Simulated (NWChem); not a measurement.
**Correlation energy of hydrogen fluoride (HF)**

```
F
H 1 0.9248
```
Charge 0, spin multiplicity 1.

Program: NWChem. All single points use one geometry, from B3LYP/def2-SVP, a minimum by its harmonic frequencies.

Basis set: 6-31G*. Each correlation energy counts from its own Hartree-Fock reference.

The correlated methods keep 1 core orbital frozen. The Pople sets run with spherical d functions. Coupled-cluster values serve here as a point of comparison, not as the truth.

**Question.** Order these methods by the correlation energy they give, lowest first: MP2, SCS-MP2, CCSD, CCSD+T(CCSD).

**Answer.** CCSD+T(CCSD) (-185.0 mHa), CCSD (-183.1 mHa), MP2 (-178.7 mHa), SCS-MP2 (-172.5 mHa)
